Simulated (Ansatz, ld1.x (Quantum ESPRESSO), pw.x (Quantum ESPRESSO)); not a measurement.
Equation-of-state test of one TM potential (Ta)

Ta (Z = 73), norm-conserving Troullier–Martins (Kleinman–Bylander form), made with ld1.x (Quantum ESPRESSO) 7.5 (LDA (PW92), scalar-relativistic). Core [Xe] 4f14, reference 5d3 6s2 6p0. Waves: 6s (bound): rc 2.15 bohr; 5d (bound): rc 2.06 bohr; 6p (bound, empty): rc 3.05 bohr. Local part: the p channel. Core correction: none.

Atomic tests: cutoffs needed: 30 Ry and 40 Ry (the cutoffs (Ry, on a coarse ladder) from which the occupation-weighted sum of valence levels, in a spherical-Bessel basis at the reference potential, stays within 10 and 1 mRy of its value at 400 Ry); ghost test: no extra level below or beside the all-electron valence levels (s, d, p, f tested) (spherical-Bessel basis up to 400 Ry, 20 bohr box); largest excitation error: +261 meV (all-electron minus pseudo) for 5d1 6s0 6p0, out of 7 test configurations.

Crystal test: bcc Ta in pw.x 7.5, no spin, 14³ k-points, Fermi–Dirac smearing 0.01 Ry, cutoffs 50/200 Ry. The reference is all-electron LAPW (Ansatz 0.2.0) with the same functional, mesh and smearing; V0 and B0 come from Birch–Murnaghan fits to the pressures at five volumes. Errors are pseudo minus all-electron; Δ is the rms difference of the E(V) curves that follow from these fits, minima aligned, over ±6 % about the mean V0. Mesh and smearing are coarse, so the numbers serve the comparison and aren't converged zero-temperature values; the lattice is a test structure that the element need not adopt.

All-electron: a0 = 3.255 Å (V0 = 17.24 Å³/atom), B0 = 217.7 GPa.

Q: How far does the potential miss the all-electron equation of state?

A: mean pressure error (GPa): +18.66. The pressure does not cross zero within the volumes sampled, so no fit is given. The largest radius (3.05 bohr) exceeds half the bond length (2.66 bohr), so the spheres overlap, which is one possible source of error among others. This is a poor potential for the solid.

```json
{"V (Å³/atom)": "16.272", "P all-electron (GPa)": "13.97", "P pseudo (GPa)": "36.22"}
{"V (Å³/atom)": "16.700", "P all-electron (GPa)": "7.30", "P pseudo (GPa)": "27.52"}
{"V (Å³/atom)": "17.128", "P all-electron (GPa)": "1.38", "P pseudo (GPa)": "19.83"}
{"V (Å³/atom)": "17.556", "P all-electron (GPa)": "-3.88", "P pseudo (GPa)": "13.01"}
{"V (Å³/atom)": "17.984", "P all-electron (GPa)": "-8.54", "P pseudo (GPa)": "6.96"}
```

Q: At the middle volume, how do free energy and pressure move when the wave cutoff is lowered (ecutrho kept at four times it)?

A:

| cutoff (Ry) | shift of F (meV/atom) | shift of P (GPa) |
| --- | --- | --- |
| 22 | +478.7 | -16.68 |
| 30 | +30.7 | -1.68 |
| 40 | +5.9 | +0.20 |

The run at the middle volume (104 k-points, 6 iterations) took about 5.9 s on one core of a shared host (Neoverse-V1, 32 threads, 247 GiB, load 25).
